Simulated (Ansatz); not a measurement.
Born–Oppenheimer molecular dynamics of CH₄Si (6 atoms, charge 0, multiplicity 1). It starts from a relaxed structure.

The calculation used UKS B3LYP-D4/def2-SVP in Ansatz 0.2.0.

```json
{
  "ensemble": "NVT, Langevin thermostat",
  "time step": "0.5 fs",
  "steps asked": "100",
  "set temperature": "300 K",
  "friction": "0.01 /fs",
  "seed": "498276"
}
```

First frame:

```xyz
6
Properties=species:S:1:pos:R:3
C -0.095 -0.368 -0.373
Si 0.925 0.216 1.135
H -1.169 -0.417 -0.108
H 0.218 -1.347 -0.767
H -0.026 0.382 -1.185
H 0.147 1.533 1.299
```

Q: How far do the bonds stretch over the last three quarters of this one trajectory? (Pairs bonded in most of those frames.)

A: 
```tsv
bond	mean (Å)	spread (Å)	shortest	longest
C1–Si2	1.916	0.045	1.85	1.97
C1–H3	1.111	0.041	1.05	1.18
C1–H4	1.100	0.014	1.08	1.13
C1–H5	1.107	0.045	1.04	1.18
Si2–H6	1.550	0.034	1.49	1.60
```

Mean temperature of the second half: 213 K. The mean temperature of the second half is 29 % below the set value. A run of 0.05 ps of so small a system gives no equilibrium averages.

The run took 4.4 min on 1 thread of Arm Neoverse N1, with other jobs on the host, peak memory 0.12 GiB.
